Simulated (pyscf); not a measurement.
**Routes from `[NH2][NH2]` + `[BH3]`**

Candidate steps break at most two bonds and form at most two. Each was searched with GFN2-xTB (tblite) first. Single points on ωB97X-D3(BJ)/def2-SVP structures (PySCF, gas phase). Energies: ωB97M-D3(BJ)/def2-TZVP, kcal/mol, from the separated reactants, singlet surface; ΔG‡ with ideal gas, 1 atm, RRHO with modes under 100 cm⁻¹ raised to 100, one conformer, R ln 2 for chiral ones without a mode under 150 cm⁻¹.

```
products                         type   ΔE‡     ΔE  ΔG‡ 298 K  ΔG‡ 900 K  ν‡ (cm⁻¹)
---------------  --------------------  ----  -----  ---------  ---------  ---------
H₂B–NH–NH₂ + H₂  four-centre exchange   3.4  -34.4       13.2       34.1      1340i
H₂B–NH₂ + NH₃    four-centre exchange  38.0  -78.9       46.9       67.5      1305i
```

Row 1: On the reactant side the descent ends in an adduct with a B–N contact, 37.5 kcal/mol under the separated species and 41.7 kcal/mol under the saddle at ωB97X-D3(BJ)/def2-TZVP. Row 2: On the reactant side the descent ends in an adduct with a B–N contact, 37.5 kcal/mol under the separated species and 80.2 kcal/mol under the saddle at ωB97X-D3(BJ)/def2-TZVP. 

Plain bond fissions and candidates not yet searched are not listed, and one of them may be faster. Each barrier is that of the saddle found; lower ones may exist. A restricted solution here is unstable towards spin polarisation, so biradical character is likely and single-reference numbers are less safe.
